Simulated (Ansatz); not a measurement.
**Al₂H₄S (SMILES [AlH2][AlH][SH]): one structure at several levels**

The task here is to estimate one member of a computed series from the others.

Computed with Ansatz 0.2.0, Gaussian basis. Level: single points in def2-TZVPP.

Correlated methods freeze the cores.

## Where the work starts

SMILES `[AlH2][AlH][SH]`, 7 atoms, charge 0, spin multiplicity 1.

Atoms are counted from 1 here; the program's logs count them from 0.

Bond lengths: Al1–Al2 2.498 Å, Al1–H4 1.531 Å, Al1–H5 1.670 Å, Al2–S3 2.088 Å, Al2–H6 1.583 Å, S3–H7 1.626 Å. Angles: Al2–Al1–H4 111.6°, Al2–Al1–H5 134.9°, H4–Al1–H5 113.3°, Al1–Al2–S3 113.4°, Al1–Al2–H6 136.9°, S3–Al2–H6 108.3°, Al2–S3–H7 93.5°.

Coordinates:

```xyz
7
Al2H4S
Al   -1.30000    0.63060   -0.94210
Al    0.54480    0.30750    0.71020
S     0.99640   -1.69880    1.06910
H    -1.71520   -0.69360   -1.58970
H    -2.23730    1.92610   -1.42470
H     1.29630    1.18660    1.79170
H     2.39390   -1.63530    0.24120
```

Set-up of the first run:

run/in.yaml reads:

```yaml
crystal:
  periodic: [false, false, false]
  atoms:
    - {symbol: Al, position_ang: [-1.300000, 0.630600, -0.942100]}
    - {symbol: Al, position_ang: [0.544800, 0.307500, 0.710200]}
    - {symbol: S, position_ang: [0.996400, -1.698800, 1.069100]}
    - {symbol: H, position_ang: [-1.715200, -0.693600, -1.589700]}
    - {symbol: H, position_ang: [-2.237300, 1.926100, -1.424700]}
    - {symbol: H, position_ang: [1.296300, 1.186600, 1.791700]}
    - {symbol: H, position_ang: [2.393900, -1.635300, 0.241200]}
basis:
  gaussian: {orbitals: def2-TZVPP}
correlation: {method: ccsd_t}
output: {forces: true}
```

The command line of these runs was not kept.

Steps of the session up to this table: CCSD(T)/def2-TZVPP; PBE0-D4/def2-TZVPP; wB97M-V/def2-TZVPP; r2SCAN-D4/def2-TZVPP; PBE-D4/def2-TZVPP; SPW92/def2-TZVPP; BHLYP-D4/def2-TZVPP.

One of the session's tables, all rows but one given; the rest of the session is left out.

| method | RMS force component (eV/Å) | angle to CCSD(T) forces (°) | dipole (D) |
| --- | --- | --- | --- |
| CCSD(T) | 1.436 | reference | 1.37 |
| PBE0-D4 | 1.428 | 3.1 | 1.38 |
| wB97M-V | 1.437 | 3.0 | 1.36 |
| r2SCAN-D4 | ? | ? | ? |
| PBE-D4 | 1.361 | 3.7 | 1.28 |
| SPW92 | 1.293 | 5.7 | 1.36 |
| BHLYP-D4 | 1.490 | 4.6 | 1.44 |

**Question.** Estimate the row for r2SCAN-D4.

As computed: RMS force component (eV/Å): 1.414; angle to CCSD(T) forces (°): 2.2; dipole (D): 1.37. In the column «RMS force component (eV/Å)» it lies between PBE-D4 (1.361) and PBE0-D4 (1.428).
